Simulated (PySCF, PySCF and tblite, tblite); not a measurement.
# C3H7FS: conformers and averaged spectra

Aim: find the conformers of C3H7FS (`CCSCF`), weigh them, and average their properties.

Computed with tblite 0.8.0 (tight binding) and PySCF 2.14.0 (DFT, with response routines of our own); each step states its level. Atoms count from 0 throughout.

## (1) The molecule as given

12 atoms, charge 0, multiplicity 1; geometry from: MMFF94s geometry.

Bonds of the start (Å): C0–C1 1.50, C0–H5 1.11, C0–H6 1.10, C0–H7 1.10, C1–H8 1.10, C1–H9 1.08, C1–S2 1.84, C3–F4 1.34, C3–H10 1.09, C3–H11 1.09, S2–C3 1.81.

## (2) GFN2-xTB relaxation, conformer 1

The job: settings as JSON, then the geometry in Å.

```
{"job": {"xc": "GFN2-xTB", "basis": "xTB", "kind": "relax"}, "charge": 0, "multiplicity": 1}
C     -1.555300     0.299000    -0.148600
C     -0.601800    -0.841500     0.070900
S      0.700900    -0.417200     1.293100
C      1.893800     0.351400     0.167900
F      1.307300     1.312800    -0.560800
H     -2.355200    -0.010400    -0.846200
H     -1.070500     1.179400    -0.585900
H     -2.045100     0.610700     0.789100
H     -1.143700    -1.706200     0.481900
H     -0.143100    -1.167300    -0.856100
H      2.315800    -0.406600    -0.499500
H      2.698100     0.795100     0.758000
```

Launch:

```
> OMP_NUM_THREADS=1 python ens_run.py task.json out
```

This one command runs the whole study; its stages follow in the order run.

The program printed:

```text
step      E/eV     max force
  0    -488.60292    1.062
  1    -488.62927    0.250
  2    -488.63478    0.209
  3    -488.64073    0.188
  4    -488.64408    0.148
  5    -488.64647    0.123
  6    -488.64769    0.111
  7    -488.64874    0.099
  8    -488.64974    0.086
  9    -488.65069    0.090
 10    -488.65144    0.093
 11    -488.65209    0.079
 12    -488.65277    0.080
 13    -488.65355    0.082
 14    -488.65439    0.087
 15    -488.65517    0.100
 16    -488.65587    0.093
 17    -488.65660    0.082
 18    -488.65746    0.080
 19    -488.65835    0.083
 20    -488.65914    0.073
 21    -488.65987    0.078
 22    -488.66068    0.071
 23    -488.66165    0.088
 24    -488.66274    0.106
 25    -488.66378    0.098
 26    -488.66473    0.103
 27    -488.66569    0.092
 28    -488.66664    0.090
 29    -488.66729    0.073
 30    -488.66758    0.038
 31    -488.66758    0.038
 32    -488.66767    0.035
 33    -488.66796    0.051
 34    -488.66806    0.061
 35    -488.66833    0.055
 36    -488.66848    0.039
 37    -488.66866    0.038
 38    -488.66884    0.045
 39    -488.66907    0.062
 40    -488.66931    0.054
 41    -488.66962    0.047
 42    -488.67000    0.059
 43    -488.67051    0.065
 44    -488.67106    0.078
 45    -488.67151    0.057
 46    -488.67185    0.055
 47    -488.67214    0.050
 48    -488.67243    0.046
 49    -488.67273    0.041
 50    -488.67301    0.050
 51    -488.67326    0.049
 52    -488.67349    0.037
 53    -488.67373    0.040
 54    -488.67396    0.040
 55    -488.67416    0.036
 56    -488.67436    0.037
 57    -488.67460    0.043
 58    -488.67496    0.054
 59    -488.67542    0.069
 60    -488.67586    0.063
 61    -488.67617    0.037
 62    -488.67636    0.035
 63    -488.67654    0.037
 64    -488.67672    0.041
 65    -488.67685    0.029
 66    -488.67692    0.021
 67    -488.67699    0.023
 68    -488.67711    0.036
 69    -488.67730    0.051
 70    -488.67755    0.054
 71    -488.67788    0.048
 72    -488.67831    0.058
 73    -488.67889    0.064
 74    -488.67934    0.059
 75    -488.67956    0.045
 76    -488.67968    0.029
 77    -488.67975    0.024
 78    -488.67984    0.025
 79    -488.67991    0.028
 80    -488.67997    0.017
 81    -488.68000    0.014
 82    -488.68003    0.016
 83    -488.68006    0.019
 84    -488.68009    0.013
 85    -488.68010    0.008
 86    -488.68011    0.006
 87    -488.68011    0.005
 88    -488.68011    0.005
 89    -488.68012    0.004
```

It took 0.51 s on 1 thread of Intel Xeon Platinum 8259CL at 2.50GHz, shared host.

The energy fell by 0.077 eV, and the atoms moved 0.29 Å (root mean square).

**GFN2-xTB relaxation, conformer 2**

The job: settings as JSON, then the geometry in Å.

```
{"job": {"xc": "GFN2-xTB", "basis": "xTB", "kind": "relax"}, "charge": 0, "multiplicity": 1}
C     -1.390500    -0.461600    -0.140200
C     -0.713500     0.705300    -0.844400
S      0.858800     0.202300    -1.632300
C      1.827100    -0.183200    -0.178900
F      1.663400     0.766900     0.783700
H     -2.370000    -0.129900     0.255800
H     -0.812500    -0.834000     0.700000
H     -1.585100    -1.280900    -0.826900
H     -1.361700     1.090400    -1.615500
H     -0.523900     1.517800    -0.128300
H      2.884700    -0.236900    -0.435400
H      1.524500    -1.156900     0.252000
```

The program printed:

```text
step      E/eV     max force
  0    -488.59587    0.883
  1    -488.62539    0.341
  2    -488.63355    0.191
  3    -488.63870    0.178
  4    -488.64202    0.182
  5    -488.64453    0.144
  6    -488.64603    0.099
  7    -488.64703    0.081
  8    -488.64777    0.075
  9    -488.64830    0.055
 10    -488.64862    0.052
 11    -488.64888    0.056
 12    -488.64923    0.070
 13    -488.64978    0.086
 14    -488.65060    0.105
 15    -488.65162    0.100
 16    -488.65271    0.083
 17    -488.65374    0.086
 18    -488.65477    0.087
 19    -488.65570    0.080
 20    -488.65628    0.064
 21    -488.65669    0.059
 22    -488.65712    0.061
 23    -488.65760    0.070
 24    -488.65820    0.067
 25    -488.65877    0.053
 26    -488.65924    0.057
 27    -488.65972    0.059
 28    -488.66036    0.077
 29    -488.66117    0.077
 30    -488.66194    0.086
 31    -488.66252    0.091
 32    -488.66301    0.084
 33    -488.66337    0.094
 34    -488.66391    0.079
 35    -488.66461    0.034
 36    -488.66461    0.034
 37    -488.66472    0.031
 38    -488.66509    0.042
 39    -488.66518    0.037
 40    -488.66539    0.029
 41    -488.66551    0.034
 42    -488.66568    0.038
 43    -488.66580    0.034
 44    -488.66589    0.026
 45    -488.66597    0.022
 46    -488.66604    0.027
 47    -488.66614    0.037
 48    -488.66626    0.039
 49    -488.66639    0.032
 50    -488.66651    0.035
 51    -488.66663    0.036
 52    -488.66678    0.038
 53    -488.66701    0.043
 54    -488.66727    0.043
 55    -488.66747    0.034
 56    -488.66762    0.033
 57    -488.66778    0.035
 58    -488.66799    0.047
 59    -488.66827    0.058
 60    -488.66857    0.054
 61    -488.66884    0.059
 62    -488.66907    0.058
 63    -488.66930    0.047
 64    -488.66956    0.047
 65    -488.66978    0.041
 66    -488.66996    0.037
 67    -488.67015    0.041
 68    -488.67044    0.055
 69    -488.67087    0.074
 70    -488.67136    0.066
 71    -488.67182    0.049
 72    -488.67221    0.048
 73    -488.67245    0.073
 74    -488.67270    0.047
 75    -488.67290    0.039
 76    -488.67313    0.038
 77    -488.67322    0.038
 78    -488.67336    0.017
 79    -488.67340    0.015
 80    -488.67343    0.018
 81    -488.67346    0.020
 82    -488.67349    0.013
 83    -488.67350    0.010
 84    -488.67351    0.012
 85    -488.67352    0.014
 86    -488.67354    0.017
 87    -488.67357    0.016
 88    -488.67360    0.015
 89    -488.67364    0.020
 90    -488.67369    0.023
 91    -488.67376    0.028
 92    -488.67383    0.024
 93    -488.67387    0.015
 94    -488.67388    0.011
 95    -488.67389    0.009
 96    -488.67390    0.010
 97    -488.67391    0.006
 98    -488.67391    0.003
```

Wall time 0.61 s (1 thread of Intel Xeon Platinum 8259CL at 2.50GHz, shared host).

Relaxing gained 0.078 eV and moved the atoms by 0.28 Å on average (rms).

**GFN2-xTB relaxation, conformer 3**

The job: settings as JSON, then the geometry in Å.

```
{"job": {"xc": "GFN2-xTB", "basis": "xTB", "kind": "relax"}, "charge": 0, "multiplicity": 1}
C      1.905900    -0.476000    -0.144300
C      0.491700    -0.250000    -0.697100
S     -0.550300     0.482000     0.596400
C     -2.058800     0.696600    -0.400000
F     -2.363000    -0.476600    -1.013900
H      1.889200    -1.155100     0.711700
H      2.363100     0.473400     0.158300
H      2.537600    -0.914100    -0.912800
H      0.542600     0.409800    -1.552500
H      0.066600    -1.213500    -0.997200
H     -1.922900     1.465900    -1.147800
H     -2.900700     0.956900     0.255900
```

The program printed:

```text
step      E/eV     max force
  0    -488.58050    1.029
  1    -488.59972    0.381
  2    -488.60565    0.163
  3    -488.60878    0.154
  4    -488.61180    0.207
  5    -488.61426    0.160
  6    -488.61556    0.083
  7    -488.61632    0.084
  8    -488.61700    0.083
  9    -488.61760    0.075
 10    -488.61799    0.054
 11    -488.61834    0.055
 12    -488.61887    0.088
 13    -488.61980    0.121
 14    -488.62118    0.140
 15    -488.62285    0.109
 16    -488.62466    0.108
 17    -488.62658    0.114
 18    -488.62837    0.138
 19    -488.62958    0.103
 20    -488.63011    0.046
 21    -488.63035    0.048
 22    -488.63054    0.040
 23    -488.63054    0.040
 24    -488.63063    0.029
 25    -488.63071    0.023
 26    -488.63076    0.027
 27    -488.63089    0.035
 28    -488.63099    0.039
 29    -488.63110    0.038
 30    -488.63121    0.037
 31    -488.63136    0.038
 32    -488.63151    0.040
 33    -488.63164    0.034
 34    -488.63175    0.030
 35    -488.63187    0.040
 36    -488.63202    0.039
 37    -488.63219    0.039
 38    -488.63235    0.034
 39    -488.63251    0.043
 40    -488.63267    0.050
 41    -488.63280    0.034
 42    -488.63289    0.026
 43    -488.63295    0.023
 44    -488.63302    0.036
 45    -488.63310    0.035
 46    -488.63318    0.021
 47    -488.63324    0.020
 48    -488.63330    0.028
 49    -488.63337    0.037
 50    -488.63345    0.032
 51    -488.63352    0.016
 52    -488.63355    0.013
 53    -488.63357    0.014
 54    -488.63358    0.013
 55    -488.63360    0.013
 56    -488.63363    0.017
 57    -488.63367    0.022
 58    -488.63372    0.018
 59    -488.63376    0.023
 60    -488.63380    0.023
 61    -488.63385    0.025
 62    -488.63393    0.033
 63    -488.63401    0.027
 64    -488.63408    0.022
 65    -488.63412    0.017
 66    -488.63415    0.019
 67    -488.63417    0.018
 68    -488.63418    0.010
 69    -488.63419    0.006
 70    -488.63419    0.007
 71    -488.63420    0.010
 72    -488.63422    0.013
 73    -488.63424    0.015
 74    -488.63428    0.017
 75    -488.63432    0.019
 76    -488.63436    0.023
 77    -488.63441    0.023
 78    -488.63444    0.019
 79    -488.63447    0.013
 80    -488.63448    0.013
 81    -488.63450    0.013
 82    -488.63450    0.010
 83    -488.63451    0.008
 84    -488.63452    0.007
 85    -488.63452    0.007
 86    -488.63453    0.007
 87    -488.63454    0.007
 88    -488.63455    0.009
 89    -488.63457    0.014
 90    -488.63460    0.018
 91    -488.63464    0.019
 92    -488.63467    0.015
 93    -488.63469    0.014
 94    -488.63471    0.014
 95    -488.63474    0.014
 96    -488.63477    0.013
 97    -488.63479    0.007
 98    -488.63479    0.003
```

Wall time 0.57 s (1 thread of Intel Xeon Platinum 8259CL at 2.50GHz, shared host).

The energy fell by 0.054 eV, and the atoms moved 0.17 Å (root mean square).

## (3) DFT optimisation, conformer 1: PBE0-D3(BJ)/def2-SVP

The job: settings as JSON, then the geometry in Å.

```
{"job": {"kind": "geom", "xc": "PBE0", "basis": "def2-SVP", "d3": "d3bj", "grid": 1, "maxiter": 40}, "charge": 0, "multiplicity": 1}
C     -1.503287     0.259530    -0.241611
C     -0.625391    -0.914253     0.145803
S      0.716136    -0.442994     1.294638
C      1.830591     0.424932     0.163401
F      1.408201     1.687422    -0.136361
H     -2.303199    -0.080094    -0.896897
H     -0.930173     1.022870    -0.762243
H     -1.944907     0.707475     0.645370
H     -1.195145    -1.667190     0.689448
H     -0.158700    -1.379678    -0.723308
H      1.909090    -0.126932    -0.777382
H      2.797983     0.508228     0.663045
```

The program printed:

```text
step   0  E = -615.89580838  max force = 0.014653
step   1  E = -615.89704825  max force = 0.003640
step   2  E = -615.89711462  max force = 0.000527
step   3  E = -615.89712279  max force = 0.000237
optimisation converged
```

Wall time 21 s (1 thread of Intel Xeon Platinum 8259CL at 2.50GHz, shared host); peak memory 0.46 GiB.

The energy fell by 0.036 eV, and the atoms moved 0.03 Å (root mean square).

## (4) DFT optimisation, conformer 2: PBE0-D3(BJ)/def2-SVP

The job: settings as JSON, then the geometry in Å.

```
{"job": {"kind": "geom", "xc": "PBE0", "basis": "def2-SVP", "d3": "d3bj", "grid": 1, "maxiter": 40}, "charge": 0, "multiplicity": 1}
C     -1.497110    -0.540939    -0.216529
C     -0.726182     0.647766    -0.756288
S      0.831787     0.164282    -1.584525
C      1.880937    -0.093713    -0.130945
F      2.119018     1.072746     0.534451
H     -2.434900    -0.201893     0.218900
H     -0.932854    -1.061519     0.554507
H     -1.717067    -1.243302    -1.017050
H     -1.296959     1.164901    -1.526186
H     -0.462288     1.357369     0.027243
H      2.836334    -0.485916    -0.484177
H      1.400483    -0.780468     0.570241
```

The program printed:

```text
step   0  E = -615.89502247  max force = 0.014421
step   1  E = -615.89618886  max force = 0.004223
step   2  E = -615.89632266  max force = 0.001180
step   3  E = -615.89635120  max force = 0.000599
step   4  E = -615.89636714  max force = 0.000392
step   5  E = -615.89637012  max force = 0.000373
optimisation converged
```

Wall time 35 s (1 thread of Intel Xeon Platinum 8259CL at 2.50GHz, shared host); peak memory 0.46 GiB.

Gain 0.037 eV; displacement 0.02 Å root mean square.

## (5) DFT optimisation, conformer 3: PBE0-D3(BJ)/def2-SVP

The job: settings as JSON, then the geometry in Å.

```
{"job": {"kind": "geom", "xc": "PBE0", "basis": "def2-SVP", "d3": "d3bj", "grid": 1, "maxiter": 40}, "charge": 0, "multiplicity": 1}
C      1.910686    -0.487525    -0.140645
C      0.543445    -0.181720    -0.717943
S     -0.564882     0.468625     0.591425
C     -2.070262     0.635889    -0.399030
F     -2.564558    -0.575720    -0.783642
H      1.831168    -1.229039     0.650447
H      2.357768     0.412466     0.274898
H      2.561483    -0.876021    -0.921102
H      0.605136     0.578763    -1.498162
H      0.072705    -1.081598    -1.114164
H     -1.860273     1.207420    -1.307724
H     -2.821219     1.127774     0.222221
```

The program printed:

```text
step   0  E = -615.89422441  max force = 0.012021
step   1  E = -615.89527009  max force = 0.003840
step   2  E = -615.89536606  max force = 0.001116
step   3  E = -615.89538870  max force = 0.000333
step   4  E = -615.89542094  max force = 0.001585
step   5  E = -615.89542373  max force = 0.001507
step   6  E = -615.89542914  max force = 0.000558
step   7  E = -615.89543053  max force = 0.000165
optimisation converged
```

It took 40 s on 1 thread of Intel Xeon Platinum 8259CL at 2.50GHz, shared host; peak memory 0.46 GiB.

Relaxing gained 0.033 eV and moved the atoms by 0.03 Å on average (rms).

## (6) Shieldings, conformer 1: PBE0/pcSseg-1

The job: settings as JSON, then the geometry in Å.

```
{"job": {"xc": "PBE0", "basis": "pcSseg-1", "kind": "nmr", "pop": true}, "charge": 0, "multiplicity": 1}
C     -1.457025     0.164347    -0.303706
C     -0.545139    -0.991467     0.063283
S      0.855395    -0.531637     1.127742
C      1.883206     0.350234    -0.041533
F      1.419400     1.599316    -0.360621
H     -2.290937    -0.187743    -0.932034
H     -0.910112     0.941400    -0.855232
H     -1.877390     0.631475     0.599053
H     -1.085277    -1.757557     0.641396
H     -0.145187    -1.496997    -0.831510
H      1.977365    -0.231932    -0.973804
H      2.873302     0.444963     0.432813
```

The program printed:

```text
coarse grid: 10312 points
cycle   1  E = -616.0525658393  dE =  3.377e-01  |g| = 4.868e-01  |ddm| = 2.903e+00
cycle   2  E = -616.0229449884  dE =  2.962e-02  |g| = 6.714e-01  |ddm| = 7.160e-01
cycle   3  E = -616.0971257716  dE = -7.418e-02  |g| = 5.421e-02  |ddm| = 3.918e-01
cycle   4  E = -616.0976708230  dE = -5.451e-04  |g| = 2.288e-02  |ddm| = 6.837e-02
cycle   5  E = -616.0977830001  dE = -1.122e-04  |g| = 3.821e-03  |ddm| = 2.028e-02
cycle   6  E = -616.0977861622  dE = -3.162e-06  |g| = 1.143e-03  |ddm| = 4.718e-03
final grid: 94584 points
cycle   7  E = -616.1371866576  dE = -2.323e-05  |g| = 8.622e-03  |ddm| = 1.995e-02
cycle   8  E = -616.1371752734  dE =  1.138e-05  |g| = 1.116e-02  |ddm| = 1.527e-02
cycle   9  E = -616.1372040460  dE = -2.877e-05  |g| = 5.611e-04  |ddm| = 8.912e-03
cycle  10  E = -616.1372041074  dE = -6.139e-08  |g| = 1.875e-04  |ddm| = 5.720e-04
cycle  11  E = -616.1372041136  dE = -6.247e-09  |g| = 5.185e-05  |ddm| = 1.533e-04
cycle  12  E = -616.1372041142  dE = -5.703e-10  |g| = 1.454e-05  |ddm| = 6.195e-05
converged SCF energy = -616.1372041142

GIAO shielding tensors (ppm)
atom      isotropic    diamagn.    paramagn.     s11        s22        s33       span
  0 C      163.772     247.786     -84.014    147.326    159.241    184.751     37.425
  1 C      148.205     249.341    -101.137    135.577    139.968    169.070     33.493
  2 S      449.981    1056.029    -606.048    299.078    447.599    603.268    304.190
  3 C       90.533     242.492    -151.959     41.576     90.708    139.315     97.739
  4 F      377.922     475.464     -97.542    322.905    359.956    450.906    128.001
  5 H       29.995      28.628       1.367     25.268     26.952     37.764     12.495
  6 H       29.711      30.191      -0.480     24.568     30.384     34.181      9.613
  7 H       29.940      29.395       0.545     26.517     27.878     35.425      8.908
  8 H       28.820      29.783      -0.963     23.208     27.536     35.717     12.509
  9 H       28.833      30.671      -1.838     23.595     28.281     34.622     11.027
 10 H       25.907      28.658      -2.751     20.131     27.073     30.517     10.386
 11 H       25.781      27.075      -1.294     19.886     26.271     31.186     11.300
```

Wall time 14 s (1 thread of Intel Xeon Platinum 8259CL at 2.50GHz, shared host); peak memory 0.66 GiB.

Key values: HOMO -6.98 eV, LUMO 1.03 eV; dipole 1.78 D.

## (7) Shieldings, conformer 2: PBE0/pcSseg-1

The job: settings as JSON, then the geometry in Å.

```
{"job": {"xc": "PBE0", "basis": "pcSseg-1", "kind": "nmr", "pop": false}, "charge": 0, "multiplicity": 1}
C     -1.564498    -0.424612    -0.283151
C     -0.682204     0.709175    -0.768053
S      0.885473     0.176116    -1.523719
C      1.819432    -0.186326    -0.038380
F      2.108912     0.933229     0.691026
H     -2.500724    -0.030291     0.143600
H     -1.071059    -1.017338     0.502492
H     -1.820897    -1.106285    -1.107306
H     -1.183405     1.293829    -1.554411
H     -0.431227     1.414393     0.039083
H      2.754905    -0.662881    -0.373323
H      1.266542    -0.885756     0.610533
```

The program printed:

```text
coarse grid: 10312 points
cycle   1  E = -616.0528509695  dE =  3.386e-01  |g| = 4.845e-01  |ddm| = 2.910e+00
cycle   2  E = -616.0243668782  dE =  2.848e-02  |g| = 6.647e-01  |ddm| = 7.041e-01
cycle   3  E = -616.0969167474  dE = -7.255e-02  |g| = 5.344e-02  |ddm| = 3.817e-01
cycle   4  E = -616.0974504582  dE = -5.337e-04  |g| = 2.249e-02  |ddm| = 6.788e-02
cycle   5  E = -616.0975595570  dE = -1.091e-04  |g| = 3.842e-03  |ddm| = 2.056e-02
cycle   6  E = -616.0975627419  dE = -3.185e-06  |g| = 1.264e-03  |ddm| = 4.627e-03
final grid: 94584 points
cycle   7  E = -616.1366515387  dE = -2.362e-05  |g| = 8.765e-03  |ddm| = 2.006e-02
cycle   8  E = -616.1366397209  dE =  1.182e-05  |g| = 1.140e-02  |ddm| = 1.514e-02
cycle   9  E = -616.1366692470  dE = -2.953e-05  |g| = 6.007e-04  |ddm| = 8.920e-03
cycle  10  E = -616.1366693143  dE = -6.733e-08  |g| = 1.971e-04  |ddm| = 5.907e-04
cycle  11  E = -616.1366693211  dE = -6.836e-09  |g| = 4.959e-05  |ddm| = 1.553e-04
cycle  12  E = -616.1366693217  dE = -5.309e-10  |g| = 1.462e-05  |ddm| = 6.260e-05
converged SCF energy = -616.1366693217

GIAO shielding tensors (ppm)
atom      isotropic    diamagn.    paramagn.     s11        s22        s33       span
  0 C      169.710     247.394     -77.684    148.532    174.919    185.679     37.147
  1 C      158.487     249.205     -90.718    142.068    158.434    174.958     32.890
  2 S      455.784    1055.797    -600.014    309.147    448.798    609.406    300.259
  3 C       99.557     244.473    -144.917     50.070     90.532    158.069    107.999
  4 F      396.195     473.843     -77.648    323.494    408.415    456.675    133.182
  5 H       30.006      28.517       1.488     25.122     27.070     37.824     12.702
  6 H       29.907      30.334      -0.428     25.182     29.608     34.930      9.748
  7 H       30.225      28.897       1.328     26.154     28.036     36.485     10.332
  8 H       29.071      29.514      -0.444     22.842     28.065     36.304     13.462
  9 H       28.487      30.714      -2.227     22.580     28.630     34.251     11.672
 10 H       26.110      27.470      -1.361     20.478     26.309     31.541     11.063
 11 H       25.742      29.609      -3.867     20.054     27.277     29.893      9.839
```

Wall time 12 s (1 thread of Intel Xeon Platinum 8259CL at 2.50GHz, shared host); peak memory 0.66 GiB.

This run: HOMO -6.92 eV, LUMO 0.95 eV; dipole 1.81 D.

(Part 1 of 2 ends here.)
